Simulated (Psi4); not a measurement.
# [NH2]− (SMILES [NH2-]) at 5 levels

We compute a comparison of 5 runs (SVWN5/pcseg-1, wB97X/6-31G**, SVWN5/def2-TZVP, FNO-CCSD/def2-SVP) of [NH2]−. 

The calculation is run with Psi4 1.11.

5 further runs of the same task are left out: 1 that didn't finish, 4 set aside as unsound or not needed.

### Step 1. Starting point

[NH2]−: 3 atoms, total charge -1, spin state singlet. SMILES: `[NH2-]`. The coordinates come from a PBE0-D4/def2-TZVPD relaxation.

Bond lengths: N1–H2 1.027 Å, N1–H3 1.027 Å. Angles: H2–N1–H3 101.8°.

### Step 2. A single-point energy at SVWN5/pcseg-1 (run 1)

job.py reads:

```python
import psi4

psi4.set_memory('1600 MB')
psi4.set_num_threads(1)
psi4.set_output_file('run.log', False)

geom = psi4.geometry("""
-1 1
N      0.64666428    -0.38361440     0.31879680
H      0.23716063     1.51404857     0.29479728
H     -0.88382491    -1.13043417    -0.61359407
units bohr
symmetry c1
""")

psi4.set_options({
    'basis': 'pcseg-1',
    'puream': True,
    'e_convergence': 1e-09,
    'd_convergence': 1e-08,
    'scf_type': 'pk',
    'dft_radial_points': 99,
    'dft_spherical_points': 590,
})

result = psi4.energy("scf", dft_functional={"name": "SVWN5", "x_functionals": {"LDA_X": {}}, "c_functionals": {"LDA_C_VWN": {}}}, molecule=geom)
print(f'total energy {result:.8f} hartree = {result * 27.211386:.5f} eV')
```

The run is started by

```bash
$ python job.py
```

run.log:

```text
[...]
  Running in c1 symmetry.
[...]
  Nuclear repulsion =    7.542852420928845
[...]
  Multiplicity = 1
[...]
  Nalpha       = 5
  Nbeta        = 5
[...]
    Number of basis functions: 24
[...]
   @RKS iter   1:   -54.85974967152979    1.58099e-01   4.40825e-02 ADIIS/DIIS
[...]
   @RKS iter   9:   -55.37276697029462   -7.56017e-12   2.37155e-09 DIIS
[...]
    Orbital Energies [Eh]
    ---------------------
    Doubly Occupied:
       1A    -13.430028     2A     -0.349873     3A     -0.038502
       4A      0.119744     5A      0.191062
[...]
  @RKS Final Energy:   -55.37276697029462
   => Energetics <=
    Nuclear Repulsion Energy =              7.5428524209288454
    One-Electron Energy =                 -93.7533361388303064
    Two-Electron Energy =                  38.2380873775846197
    DFT Exchange-Correlation Energy =      -7.4003706299777736
    Empirical Dispersion Energy =           0.0000000000000000
    VV10 Nonlocal Energy =                  0.0000000000000000
    Total Energy =                        -55.3727669702946201
[...]
 Multipole Moments:
 ------------------------------------------------------------------------------------
     Multipole            Electronic (a.u.)      Nuclear  (a.u.)        Total (a.u.)
 ------------------------------------------------------------------------------------
 L = 1.  Multiply by 2.5417464519 to convert [e a0] to [Debye]
 Dipole X            :          0.4633016           -0.9370214           -0.4737198
 Dipole Y            :         -0.2478891            0.5013879            0.2534988
 Dipole Z            :          0.0000000           -0.0000000            0.0000000
 Magnitude           :                                                    0.5372822
[...]
```

The script printed:

```text
total energy -55.37276697 hartree = -1506.76974 eV
```

It took 2.4 s on 1 thread of Intel Xeon Platinum 8488C (Sapphire Rapids), shared host; peak memory 0.23 GiB.

### Step 3. The energy at wB97X/6-31G(d,p) (ZORA, density fitting, Cartesian functions, ddPCM benzene) (run 2)

run.py reads:

```python
import psi4

psi4.set_memory(1600000000)
psi4.set_num_threads(1)
psi4.core.set_output_file('run.log', False)

geom = psi4.geometry("""
-1 1
N      0.342200    -0.203000     0.168700
H      0.125500     0.801200     0.156000
H     -0.467700    -0.598200    -0.324700
symmetry c1
""")

psi4.set_options({
    'basis': '6-31G**',
    'scf_type': 'disk_df',
    'relativistic': 'zora',
    'ddx': True,
    'ddx_model': 'pcm',
    'ddx_solvent': 'benzene',
    'ddx_radii_set': 'uff',
})

energy_value, wavefunction = psi4.energy("wb97x", molecule=geom, return_wfn=True)
print(f'total energy {energy_value:.8f} hartree = {energy_value * 27.211386:.5f} eV')
```

The run is started by

```bash
$ python run.py
```

run.log:

```text
[...]
  Running in c1 symmetry.
[...]
  Nuclear repulsion =    7.542852415995356
[...]
  Multiplicity = 1
[...]
  Nalpha       = 5
  Nbeta        = 5
[...]
    Number of basis functions: 25
[...]
   @DF-RKS iter   1:   -55.66634620733406   -3.30802e-01   3.14662e-02 ADIIS/DIIS
[...]
   @DF-RKS iter   8:   -55.94440276250119   -1.25309e-08   1.62321e-07 DIIS
[...]
    Orbital Energies [Eh]
    ---------------------
    Doubly Occupied:
       1A    -14.131377     2A     -0.675792     3A     -0.309612
       4A     -0.158770     5A     -0.079697
[...]
  @DF-RKS Final Energy:   -55.94440276250119
   => Energetics <=
    Nuclear Repulsion Energy =              7.5428524159953563
    One-Electron Energy =                 -93.9615669679340328
    Two-Electron Energy =                  35.9423244459118507
    DFT Exchange-Correlation Energy =      -5.3959318798224594
    Empirical Dispersion Energy =           0.0000000000000000
    VV10 Nonlocal Energy =                  0.0000000000000000
    DD Solvation Energy =                 -0.0720807766519074
    Total Energy =                        -55.9444027625011913
[...]
 Multipole Moments:
 ------------------------------------------------------------------------------------
     Multipole            Electronic (a.u.)      Nuclear  (a.u.)        Total (a.u.)
 ------------------------------------------------------------------------------------
 L = 1.  Multiply by 2.5417464519 to convert [e a0] to [Debye]
 Dipole X            :          0.4037686           -0.9370214           -0.5332528
 Dipole Y            :         -0.2164076            0.5013879            0.2849803
 Dipole Z            :         -0.0000000           -0.0000000           -0.0000000
 Magnitude           :                                                    0.6046258
[...]
```

On the terminal:

```text
total energy -55.94440276 hartree = -1522.32474 eV
```

Wall time 4.8 s (1 thread of Intel Xeon Platinum 8488C (Sapphire Rapids), shared host); peak memory 0.36 GiB.

### Step 4. The energy at SVWN5/def2-TZVP (run 3)

h2n.in reads:

```
memory 1600 mb

molecule {
  -1 1
  N
  H 1 1.027394
  H 1 1.027407 2 101.75743
  units angstrom
  symmetry c1
}

set globals {
  basis def2-TZVP
  puream true
  e_convergence 1e-09
  d_convergence 1e-08
  scf_type pk
  dft_radial_points 99
  dft_spherical_points 590
}

e, wfn = energy('scf', dft_functional={"name": "SVWN5", "x_functionals": {"LDA_X": {}}, "c_functionals": {"LDA_C_VWN": {}}}, return_wfn=True)
oeprop(wfn, 'WIBERG_LOWDIN_INDICES', 'QUADRUPOLE', 'MAYER_INDICES')
print_variables()
```

The run is started by

```bash
$ psi4 -n 1 h2n.in h2n.out
```

h2n.out:

```text
[...]
  Running in c1 symmetry.
[...]
  Nuclear repulsion =    7.542850373371813
[...]
  Multiplicity = 1
[...]
  Nalpha       = 5
  Nbeta        = 5
[...]
    Number of basis functions: 43
[...]
   @RKS iter   1:   -54.86468717566375    1.75222e-01   2.64136e-02 ADIIS/DIIS
[...]
   @RKS iter  10:   -55.43671947994740   -1.47793e-12   7.26767e-09 DIIS
[...]
  @RKS Final Energy:   -55.43671947994740
   => Energetics <=
    Nuclear Repulsion Energy =              7.5428503733718131
    One-Electron Energy =                 -93.5141831421719303
    Two-Electron Energy =                  37.8773468776959916
    DFT Exchange-Correlation Energy =      -7.3427335888432692
    Empirical Dispersion Energy =           0.0000000000000000
    VV10 Nonlocal Energy =                  0.0000000000000000
    Total Energy =                        -55.4367194799473992
[...]
 Multipole Moments:
 ------------------------------------------------------------------------------------
     Multipole            Electronic (a.u.)      Nuclear  (a.u.)        Total (a.u.)
 ------------------------------------------------------------------------------------
 L = 1.  Multiply by 2.5417464519 to convert [e a0] to [Debye]
 Dipole X            :          0.3675694           -0.8244856           -0.4569162
 Dipole Y            :          0.2989206           -0.6705394           -0.3716188
 Dipole Z            :         -0.0000000            0.0000000           -0.0000000
 Magnitude           :                                                    0.5889592
 L = 2.  Multiply by 1.3450342976 to convert [e a0^2] to [Debye ang]
 Quadrupole XX       :        -10.8934586            3.2870649           -7.6063938
 Quadrupole XY       :          0.4254636           -1.0170465           -0.5915829
[...]
```

Wall time 3.9 s (1 thread of Intel Xeon Platinum 8488C (Sapphire Rapids), shared host); peak memory 0.27 GiB.

Run 4 isn't shown in full; the table further down has it.

### Step 5. The energy at FNO-CCSD/def2-SVP (sfX2C) (run 5)

h2n.xyz reads:

```xyz
3
H2N
N      0.342200    -0.203000     0.168700
H      0.125500     0.801200     0.156000
H     -0.467700    -0.598200    -0.324700
```

job.py reads:

```python
import psi4

psi4.set_memory(1600000000)
psi4.set_num_threads(1)
psi4.set_output_file('h2n.out', False)

with open('h2n.xyz') as f:
    atoms = ''.join(f.readlines()[2:])
geom = psi4.geometry('-1 1\n' + atoms + '')

psi4.set_options({
    'basis': 'def2-SVP',
    'reference': 'rhf',
    'scf_type': 'pk',
    'freeze_core': True,
    'relativistic': 'x2c',
})

e = psi4.energy('fno-ccsd', molecule=geom)
print(f'total energy {e:.8f} hartree = {e * 27.211386:.5f} eV')
for k, v in sorted(psi4.core.scalar_variables().items()):
    print(f'{k:45s} {v:18.10f}')
```

The run is started by

```bash
$ python job.py
```

h2n.out:

```text
[...]
  Running in cs symmetry.
[...]
  Nuclear repulsion =    7.542852415995356
[...]
  Multiplicity = 1
[...]
  Nalpha       = 5
  Nbeta        = 5
[...]
    Number of basis functions: 24
[...]
   @RHF iter   1:   -55.28141302723356   -4.37094e-01   3.20116e-02 ADIIS/DIIS
[...]
   @RHF iter  11:   -55.46273121815516   -4.97380e-14   1.10353e-09 DIIS
[...]
    Orbital Energies [Eh]
    ---------------------
    Doubly Occupied:
       1Ap   -15.146348     2Ap    -0.682666     3Ap    -0.225807
       4Ap    -0.074848     1App   -0.000211
[...]
  @RHF Final Energy:   -55.46273121815516
   => Energetics <=
    Nuclear Repulsion Energy =              7.5428524159953563
    One-Electron Energy =                 -93.7514091379638188
    Two-Electron Energy =                  30.7458255038133004
    Total Energy =                        -55.4627312181551630
[...]
 Multipole Moments:
 ------------------------------------------------------------------------------------
     Multipole            Electronic (a.u.)      Nuclear  (a.u.)        Total (a.u.)
 ------------------------------------------------------------------------------------
 L = 1.  Multiply by 2.5417464519 to convert [e a0] to [Debye]
 Dipole X            :          0.4803446           -0.9370214           -0.4566769
 Dipole Y            :         -0.2570061            0.5013879            0.2443818
 Dipole Z            :          0.0000000            0.0000000            0.0000000
 Magnitude           :                                                    0.5179539
[...]
      * MP2 total energy:                    -55.646557388528
[...]
      * MP2 total energy:                    -55.646557388528
[...]
      * MP3 total energy:                    -55.656980796404
[...]
      * CCSD total energy:                   -55.659904153913
[...]
```

Wall time 3 s (1 thread of Intel Xeon Platinum 8488C (Sapphire Rapids), shared host); peak memory 0.19 GiB.

### Step 6. The series

| run | level | integrals | integral approximation | energy (Eh) | HOMO energy (eV) | LUMO energy (eV) | HOMO–LUMO gap (eV) | wall time |
| --- | --- | --- | --- | --- | --- | --- | --- | --- |
| 1 | SVWN5/pcseg-1 | pk | none | -55.372767 | 5.20 | 7.84 | 2.64 | 2.4 s |
| 2 | wB97X/6-31G** (ZORA, density fitting, Cartesian functions, ddPCM benzene) | disk_df | program's default | -55.944403 | -2.17 | 9.59 | 11.76 | 4.8 s |
| 3 | SVWN5/def2-TZVP | pk | none | -55.436719 | 3.93 | 6.72 | 2.79 | 3.9 s |
| 4 | FNO-CCSD/def2-SVP | pk | none | -55.632768 | -0.01 | 12.47 | 12.48 | 3.3 s |
| 5 | FNO-CCSD/def2-SVP (sfX2C) | pk | none | -55.659904 | -0.01 | 12.46 | 12.47 | 3 s |

### Step 7. Outcome

```
                                                    quantity         value
                                         run 5: total energy  -55.65990 Eh
                  run 5: HOMO energy (Hartree–Fock orbitals)      -0.01 eV
                  run 5: LUMO energy (Hartree–Fock orbitals)      12.46 eV
run 5: HOMO–LUMO gap (to an unbound level, set by the basis)      12.47 eV
           run 5: correlation energy (1 core orbital frozen)    -197.2 mEh
                                        run 5: T1 diagnostic         0.007
```

In words: Over runs 1, 2, 3 the HOMO–LUMO gap runs from 2.64 eV (SVWN5/pcseg-1) to 11.76 eV (wB97X/6-31G**). The two ends differ in method and basis and solvent and Hamiltonian. The empty levels of an anion lie above zero and hang on the basis. Totals of different functionals can't be ranked against each other. In runs 1, 3 the HOMO lies above zero, so the outermost electron may be held by the basis alone. All runs together took 17 s, the longest 4.8 s.
